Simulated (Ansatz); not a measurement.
```yaml
crystal:
  periodic: [false, false, false]
  atoms:
    - {symbol: C, position_ang: [-2.124625, 0.538142, 0.996361]}
    - {symbol: C, position_ang: [-1.015894, -0.164248, 0.784446]}
    - {symbol: C, position_ang: [-0.376988, -0.974738, 1.868547]}
    - {symbol: C, position_ang: [-0.343677, -0.183665, -0.556914]}
    - {symbol: C, position_ang: [1.049531, 0.441354, -0.565893]}
    - {symbol: C, position_ang: [1.670942, 0.442285, -1.951394]}
    - {symbol: H, position_ang: [-2.610613, 0.553362, 1.966003]}
    - {symbol: H, position_ang: [-2.584857, 1.119454, 0.204507]}
    - {symbol: H, position_ang: [-0.965586, -0.949157, 2.786290]}
    - {symbol: H, position_ang: [-0.265663, -2.019088, 1.557576]}
    - {symbol: H, position_ang: [0.627805, -0.608347, 2.100002]}
    - {symbol: H, position_ang: [-0.973866, 0.337773, -1.284090]}
    - {symbol: H, position_ang: [-0.260912, -1.223261, -0.902354]}
    - {symbol: H, position_ang: [1.703286, -0.099348, 0.125738]}
    - {symbol: H, position_ang: [0.980241, 1.466478, -0.186461]}
    - {symbol: H, position_ang: [2.665430, 0.894120, -1.944274]}
    - {symbol: H, position_ang: [1.054982, 1.004535, -2.658920]}
    - {symbol: H, position_ang: [1.770483, -0.575642, -2.339182]}
basis:
  gaussian: {orbitals: LANL2DZ, final_grid: {core_spheres: 8, valence_spheres: 7, degree: 23}}
total_charge: 1
magnetization: {spin_polarized: true, initial_magnetization: 1}
hamiltonian: {xc: {name: revPBE}}
accuracy: high
```

```sh
$ ansatz run in.yaml --threads 2 --pin off --events-out ev --progress --plain --max-ram 31744MiB --backend cpu
```

(1) How does Ansatz answer? (Best estimate.)

Results:

(1) Computed: The input was rejected before any iteration.
```
Error: <dir> can't be read: No such file or directory (os error 2)
```
